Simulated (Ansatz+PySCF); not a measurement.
Results of a calculation; reference values are marked as such.
# Several solutions for singlet CH3Cl

```xyz
5

C     0.0492   -0.0039   -1.1115
Cl   -0.0238    0.0320    0.6259
H     0.0162   -1.0678   -1.5142
H    -0.8477    0.5190   -1.4786
H     0.9417    0.5312   -1.4586
```

Basis set: def2-SVP (spherical functions). Charge 0, multiplicity 1.

CASSCF(2,2) was run from several starts with Ansatz (development build ahead of 0.2.0) and PySCF 2.14.0. The starts are those of the Hartree–Fock orbitals from which the active space was taken at the frontier.

```
run  program                        start  converged  energy (hartree)  <S²>
  A   Ansatz  search for the lowest state        yes        -498.94755  0.00
  B   Ansatz      stability test followed        yes        -498.93924  0.00
  C   Ansatz      atomic start, no search        yes        -498.93924  0.00
  D    PySCF             program defaults        yes        -498.93923  0.00
```

(1) Which runs reached the lowest solution of this kind, and what is wrong with the others?

Answers

(1) A reached the lowest solution found. Converged but too high: B by 0.23 eV, C by 0.23 eV, D by 0.23 eV. Convergence only shows a stationary point; in CASSCF the end hangs on which orbitals enter the active space. Caution: other starts end on other solutions of this active space.
